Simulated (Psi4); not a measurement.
**UCCSD/6-31+G(d) (density fitting, density fitting for correlation, Cartesian functions, qc module occ) run of BH3O− (SMILES [BH2-]O)**

What is the electrostatic solvation energy at fixed shape (IEF-PCM, n-heptane) of BH3O− at UCCSD/6-31+G* (density fitting, density fitting for correlation, Cartesian functions, qc module occ)? 

Program for the calculation: Psi4 1.11.

6 further runs of the same task are left out: 1 that didn't finish, 5 set aside as unsound or not needed.

**1. Starting point**

BH3O− has 5 atoms, charge -1, and is taken as a doublet. As SMILES, `[BH2-]O`. The shape is that of a GFN2-xTB optimisation.

Bond lengths: B1–O2 1.527 Å, B1–H3 1.267 Å, B1–H4 1.267 Å, O2–H5 0.963 Å. Angles: B1–O2–H5 108.2°, O2–B1–H3 111.7°, O2–B1–H4 111.8°, H3–B1–H4 109.5°.

**2. The energy at UCCSD/6-31+G(d) (density fitting, density fitting for correlation, Cartesian functions, qc module occ)**

Contents of input.inp:

```
memory 1.6 GB

molecule {
  -1 2
  B     -1.05550653    -0.44257386     0.34075541
  O      0.48210693     1.99303745     0.52953905
  H      0.06364598    -2.28152304     1.38902429
  H     -1.55592490    -1.00180051    -1.93254732
  H      2.06567852     1.73285996    -0.32679034
  units au
  symmetry c1
  no_reorient
  no_com
}

set globals {
  reference   uhf
  scf_type    df
  freeze_core true
  cc_type     df
  qc_module   occ
}

energy("ccsd/6-31+G*")
```

Started as:

```sh
$ psi4 input.inp input.out -n 1
```

input.out:

```text
[...]
  Running in c1 symmetry.
[...]
  Nuclear repulsion =   28.051313144865251
[...]
  Multiplicity = 2
[...]
  Nalpha       = 9
  Nbeta        = 8
[...]
    Number of basis functions: 44
[...]
   @DF-UHF iter   1:  -101.11988228535660   -8.96671e-01   1.13005e-02 DIIS/ADIIS
[...]
   @DF-UHF iter  15:  -101.24440696910997   -2.38742e-12   6.07289e-09 DIIS
[...]
   @S^2 Observed:                7.544089996E-01
[...]
    Orbital Energies [Eh]
    ---------------------
    Alpha Occupied:
       1A    -20.331763     2A     -7.381816     3A     -1.086568
       4A     -0.484119     5A     -0.401084     6A     -0.305954
       7A     -0.280437     8A     -0.177363     9A     -0.030431
    Alpha Virtual:
      10A      0.211023    11A      0.233403    12A      0.239138
      13A      0.258843    14A      0.418795    15A      0.447631
      16A      0.476115    17A      0.507435    18A      0.549646
      19A      0.555447    20A      0.619721    21A      0.628396
      22A      0.927258    23A      0.931506    24A      0.985488
      25A      1.253604    26A      1.344954    27A      1.403497
[...]
  @DF-UHF Final Energy:  -101.24440696910997
   => Energetics <=
    Nuclear Repulsion Energy =             28.0513131448652508
    One-Electron Energy =                -197.7440497984196099
    Two-Electron Energy =                  68.4483296844443885
    Total Energy =                       -101.2444069691099742
  UHF NO Occupations:
  HONO-2 :    7  A 1.9994769
  HONO-1 :    8  A 1.9986289
[...]
 Multipole Moments:
 ------------------------------------------------------------------------------------
     Multipole            Electronic (a.u.)      Nuclear  (a.u.)        Total (a.u.)
 ------------------------------------------------------------------------------------
 L = 1.  Multiply by 2.5417464519 to convert [e a0] to [Debye]
 Dipole X            :          2.3407448           -0.8472776            1.4934672
 Dipole Y            :        -12.3069820           12.1809667           -0.1260153
 Dipole Z            :         -5.8377564            5.0697761           -0.7679804
 Magnitude           :                                                    1.6840777
[...]
	DF-SCS-MP2 Total Energy (a.u.)     :  -101.51121563564220
	DF-SOS-MP2 Total Energy (a.u.)     :  -101.50866248875958
	DF-SCS(N)-MP2 Total Energy (a.u.)  :  -101.36521598032326
[...]
	DF-MP2 Total Energy (a.u.)         :  -101.51632192940743
[...]
	DF-CCSD Total Energy (a.u.)        :  -101.53535990459798
[...]
```

It took 14 s on 1 thread of Intel Xeon Platinum 8259CL at 2.50GHz (Skylake/Cascade Lake), shared host; peak memory 0.2 GiB.

**3. A single-point energy at UCCSD/6-31+G(d) (density fitting, density fitting for correlation, Cartesian functions, IEF-PCM n-heptane, qc module occ)**

Contents of bh3o.xyz:

```xyz
5
BH3O
B     -0.558550    -0.234200     0.180320
O      0.255120     1.054670     0.280220
H      0.033680    -1.207330     0.735040
H     -0.823360    -0.530130    -1.022660
H      1.093110     0.916990    -0.172930
```

Contents of job.py:

```python
import psi4

psi4.set_memory(1600000000)
psi4.set_num_threads(1)
psi4.set_output_file('output.dat', False)

with open('bh3o.xyz') as f:
    atoms = ''.join(f.readlines()[2:])
molecule = psi4.geometry('-1 2\n' + atoms + 'symmetry c1\nno_reorient\nno_com')

psi4.set_options({
    'basis': '6-31+G*',
    'reference': 'uhf',
    'scf_type': 'df',
    'freeze_core': True,
    'cc_type': 'df',
    'qc_module': 'occ',
    'pcm': True,
})
psi4.pcm_helper("""
  Units = Angstrom
  Medium {
    SolverType = IEFPCM
    Solvent = C7H16
  }
  Cavity {
    Type = GePol
    RadiiSet = UFF
    Scaling = False
    Area = 0.5
    Mode = Implicit
  }
""")

E, wfn = psi4.energy('ccsd', return_wfn=True)
print(f'ccsd energy: {E:.10f} Eh')
```

Started as:

```sh
$ python job.py
```

output.dat:

```text
[...]
  Running in c1 symmetry.
[...]
  Nuclear repulsion =   28.051313121184283
[...]
  Multiplicity = 2
[...]
  Nalpha       = 9
  Nbeta        = 8
[...]
    Number of basis functions: 44
[...]
   @DF-UHF iter   1:  -101.17816584684955   -9.54268e-01   1.11372e-02 ADIIS/DIIS
[...]
   @DF-UHF iter  14:  -101.29483894297526   -1.73372e-12   5.87352e-09 DIIS
[...]
   @S^2 Observed:                7.544714631E-01
[...]
    Orbital Energies [Eh]
    ---------------------
    Alpha Occupied:
       1A    -20.422349     2A     -7.466571     3A     -1.177221
       4A     -0.576212     5A     -0.493340     6A     -0.398013
       7A     -0.372645     8A     -0.269555     9A     -0.132507
    Alpha Virtual:
      10A      0.145159    11A      0.165181    12A      0.172173
      13A      0.185317    14A      0.340673    15A      0.365436
      16A      0.391665    17A      0.418881    18A      0.455966
      19A      0.466097    20A      0.534414    21A      0.538068
      22A      0.834802    23A      0.841326    24A      0.896167
      25A      1.163999    26A      1.254529    27A      1.313222
[...]
  @DF-UHF Final Energy:  -101.29483894297526
   => Energetics <=
    Nuclear Repulsion Energy =             28.0513131211842826
    One-Electron Energy =                -197.9237805864452469
    Two-Electron Energy =                  68.6290470455319337
    PCM Polarization Energy =              -0.0514185232462292
    Total Energy =                       -101.2948389429752609
  UHF NO Occupations:
  HONO-2 :    7  A 1.9994124
[...]
 Multipole Moments:
 ------------------------------------------------------------------------------------
     Multipole            Electronic (a.u.)      Nuclear  (a.u.)        Total (a.u.)
 ------------------------------------------------------------------------------------
 L = 1.  Multiply by 2.5417464519 to convert [e a0] to [Debye]
 Dipole X            :          2.2666089           -0.8472776            1.4193313
 Dipole Y            :        -12.3242800           12.1809667           -0.1433133
 Dipole Z            :         -5.8076761            5.0697761           -0.7378999
 Magnitude           :                                                    1.6060935
[...]
	DF-SCS-MP2 Total Energy (a.u.)     :  -101.56050713111370
	DF-SOS-MP2 Total Energy (a.u.)     :  -101.55798716506226
	DF-SCS(N)-MP2 Total Energy (a.u.)  :  -101.41502302623604
[...]
	DF-MP2 Total Energy (a.u.)         :  -101.56554706321657
[...]
	DF-CCSD Total Energy (a.u.)        :  -101.58457869197149
[...]
```

On the terminal:

```text
ccsd energy: -101.5845786920 Eh
```

Run time: 12 s. Hardware: 1 thread of Intel Xeon Platinum 8259CL at 2.50GHz (Skylake/Cascade Lake), shared host; peak memory 0.2 GiB.

**4. Summary of results**

Level: UCCSD/6-31+G* (density fitting, density fitting for correlation, Cartesian functions, qc module occ), 2 core orbitals frozen.

```
                                                                      quantity          value
                                                       gas phase: total energy  -101.53536 Eh
         gas phase: HOMO energy (Hartree–Fock orbitals) (highest over α and β)       -0.83 eV
          gas phase: LUMO energy (Hartree–Fock orbitals) (lowest over α and β)        5.74 eV
                        gas phase: correlation energy (2 core orbitals frozen)     -291.0 mEh
                                  gas phase: ⟨S²⟩ of the reference determinant          0.754
                                              IEF-PCM, n-heptane: total energy  -101.58458 Eh
IEF-PCM, n-heptane: HOMO energy (Hartree–Fock orbitals) (highest over α and β)       -3.61 eV
 IEF-PCM, n-heptane: LUMO energy (Hartree–Fock orbitals) (lowest over α and β)        3.95 eV
               IEF-PCM, n-heptane: correlation energy (2 core orbitals frozen)     -289.7 mEh
                                IEF-PCM, n-heptane: solvent term in the energy  -135.0 kJ/mol
                         IEF-PCM, n-heptane: ⟨S²⟩ of the reference determinant          0.754
                              energy change from gas to solvent at fixed shape      -1.339 eV
```

The solvent model (IEF-PCM, n-heptane) lowers the energy by 1.34 eV (−129 kJ/mol) at the same shape. It holds the electrostatic part alone, without cavity or dispersion terms.
